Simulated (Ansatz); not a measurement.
O2⁺, quartet: vertical spin and charge gaps

Geometry (PBE0/def2-TZVP stationary point for this spin):

```xyz
2

O     0.0000    0.0000    0.0000
O     0.0000    0.0000    1.3456
```

Basis 6-31G; Ansatz 0.2.0. Correlated methods freeze the noble-gas cores. Prefix R: restricted or restricted open-shell reference; prefix U: unrestricted. Active spaces: valence = (11e, 8o) chosen from the atoms' valence shells.

Gaps are energies of the second state less the first, at fixed atoms, for a selection of the levels run; each method lands on the state that its own search finds for that charge and spin.

Coupled cluster chose its determinant by a search with trial CCSD, here up to 0.79 eV above the lowest Hartree–Fock solution of its kind, and MP2 stands on that determinant too. For open shells CISD and CISDTQ are restricted-active-space CI with the open shells as a complete middle space.

PBE gives -2.448 eV for doublet less quartet. Estimate what full CI gives in 6-31G.

Full CI in 6-31G gives -2.515 eV, so against it PBE is off by 0.067 eV, of which a good part can be the reference's own basis and frozen-core error.

Large singles or doubles amplitudes warn of static correlation in the O2⁺ doublet.

```csv
level,gap (eV),error (meV)
RCCSD*,-2.002,513
RCCSD(T)*,-2.354,161
BCCD(T)*,-2.358,157
CISDTQ,-2.380,135
RCCSDTQ*,-2.472,43
CASSCF (valence space),-2.686,-171
NEVPT2 (valence space),-2.554,-39
MRCISD (valence space),-2.533,-18
MRCISD+Q (valence space),-2.519,-4
RPA-PBE,-2.576,-61
```

An asterisk marks runs whose energy the program itself flagged as in doubt.

PBE gives 8.238 eV for sextet less quartet. Estimate what full CI gives in 6-31G.

Full CI in 6-31G gives 7.125 eV, so against it PBE is off by 1.113 eV, of which a good part can be the reference's own basis and frozen-core error.

```
                   level  gap (eV)  error (meV)
                    RMP2     7.249          124
                    UMP2     7.074          -51
                  RCCSD*     6.933         -192
                  UCCSD*     6.947         -178
               RCCSD(T)*     7.061          -64
               UCCSD(T)*     7.064          -61
                BCCD(T)*     7.060          -65
                 RCCSDT*     7.082          -43
                 UCCSDT*     7.082          -43
                  CISDTQ     7.115          -10
              RCCSDT(Q)*     7.122           -3
              UCCSDT(Q)*     7.119           -6
                RCCSDTQ*     7.123           -2
                UCCSDTQ*     7.122           -3
  CASSCF (valence space)     6.950         -175
  NEVPT2 (valence space)     7.097          -28
  MRCISD (valence space)     7.085          -40
MRCISD+Q (valence space)     7.095          -30
                  r2SCAN     7.601          476
                    PBE0     7.343          218
                   B3LYP     7.618          493
                 wB97M-V     7.399          274
                  B2PLYP     7.363          238
                 RPA-PBE     7.309          184
```

In so small a basis the reference is far from its limit while semilocal and hybrid functionals are nearer theirs (RPA and double hybrids share part of the reference's basis error), so the functionals' errors here hold much of the reference's basis and frozen-core error, which can add to them or hide them. The set has no polarisation functions, which weighs most on the reference.

Full CI is exact within this basis and frozen core; it isn't the basis-set limit. The frozen core follows each run's orbitals, which can shift R against U totals by a few meV.
